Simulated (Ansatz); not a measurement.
**NO2: harmonic frequencies at the relaxed geometry in Python**

At which frequencies does NO2 vibrate? Wanted for NO2: harmonic frequencies at the relaxed geometry.

Computed with the Python package of Ansatz 0.2.0. Level of theory: B3LYP/cc-pVDZ.

## 1. Starting point

Bond lengths: O1–N2 1.374 Å, N2–O3 1.247 Å. Angles: O1–N2–O3 120.0°.

Input file no2.xyz:

```xyz
3

O     1.16280   -0.20170    0.00000
N    -0.05500    0.43490    0.00000
O    -1.10780   -0.23320    0.00000
```

## 2. Script

File no2_freq.py:

```python
'''Harmonic frequencies of NO2 at its relaxed geometry.'''

import itertools
import logging
import sys

import ansatz as az
from ase.data import atomic_numbers, covalent_radii
import numpy as np

logging.basicConfig(stream=sys.stdout, format='[%(levelname)s] %(message)s')
logger = logging.getLogger('no2')
logger.setLevel(logging.INFO)

geometry = az.Crystal.molecule_from_extxyz('no2.xyz')

setup = (
    geometry.calculation()
    .basis(gaussian='cc-pVDZ')
    .functional('b3lyp')
    .spin('collinear', total=1)
)
symbols = [site.symbol for site in geometry.cartesian_sites]
start = np.array([site.position_ang for site in geometry.cartesian_sites], dtype=float)
rep = setup.relax(force_tolerance=0.003, max_steps=100).run(threads=1).report
end = np.array(rep['positions_ang'])

# pairs closer than 1.2 times the sum of covalent radii, before or after
radius = [covalent_radii[atomic_numbers[s]] for s in symbols]
span = lambda where, i, j: np.linalg.norm(where[i] - where[j])
bonded = [(i, j) for i, j in itertools.combinations(range(len(symbols)), 2) if min(span(start, i, j), span(end, i, j)) < 1.2 * (radius[i] + radius[j])]
logger.info('pair        before    after (A)')
for i, j in bonded:
    print(f'{symbols[i]}{i}-{symbols[j]}{j}'.ljust(10), f'{span(start, i, j):8.4f} {span(end, i, j):8.4f}')

# frequencies need a stationary point, so they are taken at the relaxed geometry
minimum = az.Crystal.molecule()
for symbol, place in zip(symbols, end):
    minimum = minimum.atom(symbol, place.tolist())
vibrating = minimum.calculation()
vibrating = vibrating.basis(gaussian='cc-pVDZ')
vibrating = vibrating.functional('b3lyp')
vibrating = vibrating.spin('collinear', total=1).phonons(temperatures=(100, 500, 100))
vib = vibrating.run(threads=1).report['vibrations']
sums = vib['harmonic_sums']
modes = [m['omega_inv_cm'] for m in sums['modes_at_gamma'] if m['rigid_motion'] == 'no']
print('frequencies (1/cm):', ' '.join(f'{w:.0f}' for w in modes))
print('imaginary modes:', sum(w < 0 for w in modes), ' zero-point energy:', round(sums['zero_point_energy_ev'], 4), 'eV')
logger.info('T (K)   F_vib (eV)   S_vib (meV/K)   C_vib (meV/K)')
for row in zip(sums['temperatures_k'], sums['vibrational_free_energy_ev'], vib['entropy_ev_per_k'], vib['heat_capacity_ev_per_k']):
    logger.info(f'{row[0]:6.1f} {row[1]:11.4f} {1000 * row[2]:13.4f} {1000 * row[3]:15.4f}')
```

## 3. What the engine is handed

The engine receives this input (first run):

```yaml
crystal:
  periodic: [false, false, false]
  atoms:
    - { symbol: O, position_ang: [1.1628, -0.2017, 0.0] }
    - { symbol: "N", position_ang: [-0.055, 0.4349, 0.0] }
    - { symbol: O, position_ang: [-1.1078, -0.2332, 0.0] }
basis:
  gaussian:
    orbitals: cc-pVDZ
hamiltonian:
  xc: b3lyp
magnetization:
  spin_polarized: true
  initial_magnetization: 1.0
relax:
  f_tol: 0.003
  max_steps: 100
```

## 4. The run

On the command line:

```bash
> python no2_freq.py
```

Without the output at hand: what should come out? Wanted: moves of the relaxation of run 1; energy gained in run 1; last largest force component of run 1; highest frequency; imaginary modes; zero-point energy.

**Answer**, as computed:

| quantity | value |
| --- | --- |
| runs compared | 2 |
| moves of the relaxation of run 1 | 5 |
| energy gained in run 1 | 0.979 eV |
| last largest force component of run 1 | 0.0000 eV/Å |
| highest frequency | 1721 cm⁻¹ |
| imaginary modes | 0 |
| zero-point energy | 0.241 eV |

What this shows: Run 1: The relaxation took 5 moves; the largest shift is 0.133 Å, of atom 2 (N). All frequencies are real, so the geometry is a minimum. The values are harmonic; measured fundamentals also hold anharmonic shifts, mostly downward for stretches. What to keep in mind:
- The frequencies are harmonic and unscaled, in a modest basis.
- The species is open-shell (spin multiplicity 2).
- b3lyp holds the VWN-RPA fit, as in Gaussian; the form of ORCA and Turbomole is b3lyp5.
